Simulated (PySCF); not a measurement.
Species: C₃H₅N₃.
SMILES with atom numbers: `[CH3:1][n:2]1[cH:3][n:4][n:5][cH:6]1` (hydrogens: H7, H8, H9 on C1; H10 on C3; H11 on C6)

Level of theory: PySCF 2.14.0, density-fitted response routines, TDDFT PBE0/def2-SVPD, vertical, gas phase, core orbitals frozen in the response. Geometry: GFN2-xTB; no solvent, vibrations or thermal averaging.

Broadening: Gaussians 0.25 eV wide at half height, area fixed by f = 4.319×10⁻⁹ ∫ε dν̃. The cross-section is σ = 3.8235×10⁻²¹ ε cm², given in Mb (10⁻¹⁸ cm²). The width is an assumption, not a result. The curve ends short of the highest state used, and states not computed would add to its high-energy end.

(λ (nm), σ (Mb)): (177.1, 48.58), (178.2, 41.47), (179.2, 31.28), (180.3, 19.81), (181.4, 10.82), (182.4, 5.53), (183.5, 2.32), (184.6, 0.87), (185.6, 0.35), (186.7, 0.20), (187.7, 0.29), (188.8, 0.59), (189.9, 1.14), (190.9, 1.87), (192.0, 2.84), (193.0, 3.73), (194.1, 4.47), (195.2, 4.77), (196.2, 4.58), (197.3, 3.94), (198.4, 3.05), (199.4, 2.21), (200.5, 1.41), (201.5, 0.86), (202.6, 0.46), (203.7, 0.22), (204.7, 0.11), (205.8, 0.04), (206.9, 0.02), (207.9, 0.01), (209.0, 0.00), (210.0, 0.00), (211.1, 0.00), (212.2, 0.00), (213.2, 0.00), (214.3, 0.00), (215.3, 0.00), (216.4, 0.00), (217.5, 0.00), (218.5, 0.00), (219.6, 0.00), (220.7, 0.00), (221.7, 0.00), (222.8, 0.00), (223.8, 0.00), (224.9, 0.00), (226.0, 0.00), (227.0, 0.00), (228.1, 0.00), (229.2, 0.00), (230.2, 0.00), (231.3, 0.00), (232.3, 0.00), (233.4, 0.00), (234.5, 0.00), (235.5, 0.00)

Q: Where are the band maxima, and which computed states make them?

A: 195 nm (6.35 eV), ε about 1200, made up of S2 (100%) (ε in L mol⁻¹ cm⁻¹; maxima over ε = 5, shares over 10%). At its high-energy end, 7.00 eV, the curve is still rising (ε about 13000, from S5). The states used: S1 5.64 eV (f 0.0000); S2 6.35 eV (f 0.012); S3 6.56 eV (f 0.0000); S4 6.92 eV (f 0.0009); S5 7.02 eV (f 0.119); S6 7.30 eV (f 0.0043); S7 7.53 eV (f 0.0023); S8 7.60 eV (f 0.0083).

Q: Coming from long wavelengths, where does ε first pass 100 L mol⁻¹ cm⁻¹?

A: At about 203 nm (6.11 eV), 0.47 eV above S1.

Q: On this curve, what absorbance would a 10⁻³ mol/L sample give at 193 nm over a 1 cm path?

A: 193 nm is 6.424 eV, where ε is about 970 L mol⁻¹ cm⁻¹, so A = ε c l ≈ 0.97 (Beer–Lambert, with the gas-phase spectrum and the assumed width).

Q: What would ε be at 6.35 eV, the highest of these maxima, with half the width (0.125 eV)?

A: About 2490 L mol⁻¹ cm⁻¹ against 1250, a factor of about 2.00; a lone state at its own centre would give exactly 2.
